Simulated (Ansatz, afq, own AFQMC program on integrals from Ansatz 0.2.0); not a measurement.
**The C1–N2 bond of CH₃N, singlet, worked out**

```xyz
5

C    -0.0342   -0.3828    0.0369
N     0.6306    0.6593   -0.2285
H    -1.0973   -0.4032    0.3450
H     0.4576   -1.3670   -0.0355
H     0.0434    1.4937   -0.1179
```

The molecule and both fragments are relaxed with PBE0/def2-SVP; the fragments keep their bonds.

Basis def2-TZVP. Noble-gas cores (and the filled d shells of Ga–Kr and In–Xe) are frozen. Integrals, coupled cluster, full CI and functionals: Ansatz 0.2.0; the random walks run on the same integrals in our own AFQMC program. ph-AFQMC/CISD is guided by a CISD state made of CCSD amplitudes; releasing the constraint for a short imaginary time cuts its bias at the price of noise, slowly where states lie close. ± is one standard error of the sampling.

Total energies in eV. CBS is CCSD(T) at the limit of def2-TZVPP/QZVPP (extrapolated itself); the highest rung of each member is named.

Cautions: CH₃N (singlet): the released energies move by 1.5 errors or more from one time to the next, so no released level is given (meV from the phaseless value at times in 1/Eh: -6 ± 5 at 0.24, -7 ± 4 at 0.51, -8 ± 5 at 0.99, 3 ± 6 at 1.62, -15 ± 6 at 2.40), though the last usable value meets CCSDT(Q) within the noise; NH (triplet): full CI with its own frozen core.

```csv
member,count,CCSD(T)/def2-TZVP,highest rung in def2-TZVP,which,CCSD(T)/CBS
"CH₂, triplet",+1,-1063.2367,-1063.2523,CCSDT(Q),-1063.7723
NH (triplet),+1,-1500.4057,-1500.4186,FCI,-1501.0580
"CH₃N, singlet",-1,-2570.5508,-2570.5841,CCSDT(Q),-2571.9753
```

Problem. Work out the best estimate of the bond energy: the CCSD(T)/CBS difference plus the step from CCSD(T) to the highest rung.

Solution. Sums with the counts: CCSD(T)/CBS 7.1450 eV, highest rung 6.9132 eV, CCSD(T)/def2-TZVP 6.9084 eV. The step is 6.9132 − 6.9084 = 0.0048 eV, so the best estimate is 7.1450 + (0.0048) = 7.1498 eV = 689.9 kJ/mol. The basis set is worth 0.237 eV of it. Zero-point, core-correlation and spin–orbit terms aren't in it.

Best estimates are given only where the step beyond CCSD(T) is under 0.3 eV and no member's determinant is very poor (T1 over 0.05, or 0.07 for open shells, ⟨S²⟩ too high by 0.3, two states mixed), so the hardest cases are missing from such tables.

CCSDT and higher add their correlation energy to the determinant of the CCSD(T) run, since their own runs factorise the integrals more tightly (a shift of under 2 meV). Each member of a difference takes its own highest rung, so a best estimate needn't equal the limit plus the step of one row.
